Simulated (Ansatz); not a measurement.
A nudged elastic band was laid between two geometries of ClH3Si (5 atoms, charge 0, multiplicity 1).

Theory: Ansatz 0.2.0, RKS PBE0/cc-pVDZ.

| Quantity | Value |
| --- | --- |
| movable images | 7 |
| climbing image | yes |
| spring | 5.0 eV/Å² |
| optimiser | quadratic models (default) |
| start path | through a guess of the saddle point |
| force threshold | 0.05 eV/Å |
| iteration limit | 60 |
| end points | relaxed |

First end point:

```xyz
5
Properties=species:S:1:pos:R:3
Si 0.285 0.000 0.085
Cl 0.677 0.000 2.134
H 1.592 0.000 -0.637
H -0.501 1.227 -0.242
H -0.501 -1.227 -0.242
```

Last end point:

```xyz
5
Properties=species:S:1:pos:R:3
Si -0.246 0.000 -0.786
Cl 1.344 0.000 1.302
H 2.473 0.000 0.667
H -1.010 1.109 -0.043
H -1.010 -1.109 -0.043
```

Problem. What changes between the two ends?

Solution. Bonds broken: Si1–Cl2, Si1–H3. Bonds formed: Cl2–H3.

Problem. What energy profile does the band end with?

Solution. It converged. The highest image is number 5 of 0 to 8, 293.5 kJ/mol above the first end and 11.8 kJ/mol above the last; the last end lies 281.8 kJ/mol above the first. Neighbouring images differ by up to 1.2 eV, so the band resolves the path poorly. A vibrational analysis at the climbing image gives one clearly imaginary mode, 328i cm⁻¹: a first-order saddle point. The orbitals stay closed-shell, which can raise the energy where a bond breaks towards radicals; this wasn't checked here.

```csv
image,path coordinate (Å),energy (kJ/mol),Si1–Cl2 (Å),Si1–H3 (Å),Cl2–H3 (Å)
0,0.00,0.0,2.09,1.49,2.92
1,0.36,22.9,2.10,1.48,2.57
2,0.72,104.6,2.18,1.48,2.19
3,1.09,225.2,2.35,1.53,1.84
4,1.45,288.4,2.54,1.74,1.51
5,1.81,293.5,2.73,2.17,1.33
6,2.08,291.1,2.71,2.48,1.30
7,2.35,285.2,2.65,2.78,1.29
8,2.62,281.8,2.62,3.08,1.30
```

Problem. What is the geometry of the highest image?

Solution. 
```xyz
5
Properties=species:S:1:pos:R:3:forces:R:3
Si 0.062 0.000 -0.687 -0.02 0.00 0.02
Cl 1.336 0.000 1.726 -0.01 0.00 0.00
H 1.875 0.000 0.510 0.01 0.00 0.00
H -0.861 1.130 -0.225 0.01 -0.01 -0.01
H -0.861 -1.130 -0.225 0.01 0.01 -0.01
```

Time of the run: 100 s on 1 thread of Arm Neoverse V1, on a shared host, peak memory 0.1 GiB.
